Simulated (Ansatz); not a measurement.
# C4H10O: a ladder of functionals and wavefunction methods

An exercise on one series of results from a longer session: the logs are not shown, and one member is left open.

The runs use Ansatz 0.2.0, Gaussian basis; functionals in def2-TZVPP, the program's frozen cores in correlated methods.

The runs, in order: PBE-D4, r2SCAN-D4, PBE0-D4, B3LYP-D4, ωB97X-V, ωB97M-V, B2PLYP; CCSD(T)/def2-TZVPP; MP2/def2-QZVPP; extrapolation to the limit.

## Structure used throughout

An earlier PBE0-D4 in a triple-zeta def2 set relaxation fixed the geometry.

SMILES `CCC(C)O`, 15 atoms, charge 0, spin multiplicity 1.

Atoms are counted from 1 here; the program's logs count them from 0.

Bond lengths: C1–C2 1.520 Å, C1–H6 1.092 Å, C1–H7 1.094 Å, C1–H8 1.093 Å, C2–C3 1.527 Å, C2–H9 1.094 Å, C2–H10 1.096 Å, C3–C4 1.518 Å, C3–O5 1.419 Å, C3–H11 1.095 Å, C4–H12 1.094 Å, C4–H13 1.091 Å, C4–H14 1.093 Å, O5–H15 0.961 Å. Angles: C2–C1–H6 110.7°, C2–C1–H7 111.5°, C2–C1–H8 112.2°, H6–C1–H7 106.8°, H6–C1–H8 107.3°, H7–C1–H8 108.1°, C1–C2–C3 114.8°, C1–C2–H9 109.4°, C1–C2–H10 109.8°, C3–C2–H9 107.5°, C3–C2–H10 108.4°, H9–C2–H10 106.7°, C2–C3–C4 113.6°, C2–C3–O5 111.6°, C2–C3–H11 107.5°, C4–C3–O5 111.0°, C4–C3–H11 108.4°, O5–C3–H11 104.2° and more.

As a file:

```
C    -1.5896    0.0358    0.5030
C    -0.7237    0.4121   -0.6882
C     0.7791    0.3926   -0.4196
C     1.3117   -0.9795   -0.0498
O     1.1488    1.3604    0.5500
H    -2.6490    0.1105    0.2498
H    -1.4196    0.7066    1.3502
H    -1.4076   -0.9878    0.8389
H    -0.9856    1.4200   -1.0234
H    -0.9332   -0.2622   -1.5259
H     1.2816    0.7240   -1.3339
H     0.8801   -1.3324    0.8919
H     2.3956   -0.9416    0.0707
H     1.0741   -1.7164   -0.8212
H     0.8373    1.0578    1.4075
```

Set-up of the first run:

in.yaml reads:

```yaml
crystal:
  periodic: [false, false, false]
  atoms:
    - {symbol: C, position_ang: [-1.589561, 0.035819, 0.502998]}
    - {symbol: C, position_ang: [-0.723663, 0.412075, -0.688172]}
    - {symbol: C, position_ang: [0.779078, 0.392621, -0.419614]}
    - {symbol: C, position_ang: [1.311677, -0.979470, -0.049790]}
    - {symbol: O, position_ang: [1.148757, 1.360355, 0.550037]}
    - {symbol: H, position_ang: [-2.648974, 0.110505, 0.249824]}
    - {symbol: H, position_ang: [-1.419579, 0.706594, 1.350231]}
    - {symbol: H, position_ang: [-1.407607, -0.987808, 0.838928]}
    - {symbol: H, position_ang: [-0.985637, 1.420001, -1.023405]}
    - {symbol: H, position_ang: [-0.933208, -0.262225, -1.525907]}
    - {symbol: H, position_ang: [1.281641, 0.724023, -1.333946]}
    - {symbol: H, position_ang: [0.880108, -1.332403, 0.891851]}
    - {symbol: H, position_ang: [2.395620, -0.941557, 0.070683]}
    - {symbol: H, position_ang: [1.074063, -1.716378, -0.821217]}
    - {symbol: H, position_ang: [0.837275, 1.057827, 1.407501]}
basis:
  gaussian: {orbitals: def2-TZVPP}
hamiltonian: {xc: pbe, dispersion: d4}
output: {forces: true, orbitals: {seedname: orbitals}}
```

Started as:

```sh
ansatz run in.yaml --threads 2 --pin off --events-out ev --progress --plain --max-ram 31744MiB --backend cuda --devices 0, --max-vram 18GiB
```

Steps of the session up to this table: PBE-D4 (GGA); r2SCAN-D4 (meta-GGA); PBE0-D4 (hybrid); B3LYP-D4 (hybrid); ωB97X-V (range-separated); ωB97M-V (range-separated); B2PLYP (double hybrid); CCSD(T) in def2-TZVPP; MP2 in def2-QZVPP.

One table of the session follows, with a row left open; its other results are not shown here.

It belongs to the step «Atomisation energies». 

```
            method  atoms, summed (eV)  atomisation energy (kJ/mol)
            PBE-D4           -6290.992                       5967.2
         r2SCAN-D4           -6296.431                       5871.3
           PBE0-D4           -6292.645                       5888.2
          B3LYP-D4           -6300.952                       5862.7
           ωB97X-V           -6298.340                       5868.1
           ωB97M-V           -6296.819                       5877.9
            B2PLYP           -6295.250                       5806.1
     HF/def2-TZVPP           -6274.500                       4369.3
    MP2/def2-TZVPP           -6285.551                       5799.0
   CCSD/def2-TZVPP           -6288.225                       5669.8
CCSD(T)/def2-TZVPP           -6288.523                       5739.8
           MP2/CBS                   ?                            ?
       CCSD(T)/CBS           -6290.567                       5867.7
```

Q: Estimate the row for MP2/CBS from the others.

**Answer.** atoms, summed (eV): -6287.595; atomisation energy (kJ/mol): 5926.9. In the column «atoms, summed (eV)» it lies between CCSD/def2-TZVPP (-6288.225) and MP2/def2-TZVPP (-6285.551).

Caveats from the session: Free atoms (4 C, 1 O, 10 H) were run apart at each level; the atomisation energy is their sum less the molecule, without zero-point or spin-orbit terms.
